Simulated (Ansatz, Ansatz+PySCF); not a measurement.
```xyz
2

S     0.0250    0.0000    0.0000
H     1.3152    0.0000    0.0000
```

Basis set: cc-pVTZ on H; cc-pV(T+d)Z on S (spherical functions). Frozen core: 5 orbitals. Correlation on ROHF uses semicanonical orbitals with singles. Charge 0, multiplicity 2.

Computed with Ansatz (development build ahead of 0.2.0); each method stands on the lowest determinant of its kind that the runs found.

Give the atomization energy at this shape (free ground-state atoms in the same class of orbitals less the molecule, no zero-point energy) of doublet SH by UHF-CCSD(T), ROHF-MP2.

```csv
method,atomization energy
UHF-CCSD(T),350.1 kJ/mol
ROHF-MP2,341.7 kJ/mol
```
